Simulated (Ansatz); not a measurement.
**AlH₂F+ (quartet): from Hartree-Fock to the top rungs, def2-TZVPP**

One table from this session's results is given with a row withheld; the runs are named, their logs left out.

Computed with Ansatz 0.2.0, Gaussian basis. Level: def2-TZVPP, core rule «outside noble gas», up to 6 orbitals frozen.

To be run: UHF; ROHF; CCSD(T) on UHF.

2 further runs of the same task are left out: 2 set aside as unsound or not needed.

## The system

The geometry is a PBE0/def2-TZVP stationary point (not a proven minimum) of the parent state, kept for this charge and spin.

4 atoms, charge 1, spin multiplicity 4.

Atoms are counted from 1 here; the program's logs count them from 0.

Bond lengths: Al1–F2 1.669 Å, Al1–H3 1.928 Å, Al1–H4 1.928 Å. Angles: F2–Al1–H3 80.3°, F2–Al1–H4 80.3°, H3–Al1–H4 160.7°.

Set-up of the first run:

in.yaml reads:

```yaml
crystal:
  periodic: [false, false, false]
  atoms:
    - {symbol: Al, position_ang: [0.000000, 0.000000, 0.674065]}
    - {symbol: F, position_ang: [0.000000, 0.000000, -0.994493]}
    - {symbol: H, position_ang: [0.000000, -1.900804, 0.350451]}
    - {symbol: H, position_ang: [0.000000, 1.900804, 0.350450]}
basis:
  gaussian: {orbitals: def2-TZVPP}
total_charge: 1
magnetization: {spin_polarized: true, initial_magnetization: 3}
hamiltonian: {xc: hf}
output: {orbitals: {seedname: orbitals}}
```

Started as:

```sh
> ansatz run in.yaml --threads 1 --pin off --events-out ev --progress --plain --max-ram 2816MiB --backend cpu
```

Steps of the session up to this table: UHF; ROHF; CCSD(T) on UHF.

One of the session's tables, all rows but one given; the rest of the session is left out.

| method | from UCCSD(T) (kcal/mol) |
| --- | --- |
| ROHF | +187.80 |
| UHF | +187.12 |
| UMP2 | +7.02 |
| UCCSD | ? |
| UCCSD(T) | 0 |

Estimate the missing values for UCCSD.

The run gave: from UCCSD(T) (kcal/mol): +5.88. In the column «from UCCSD(T) (kcal/mol)» it lies between UCCSD(T) (0) and UMP2 (+7.02).
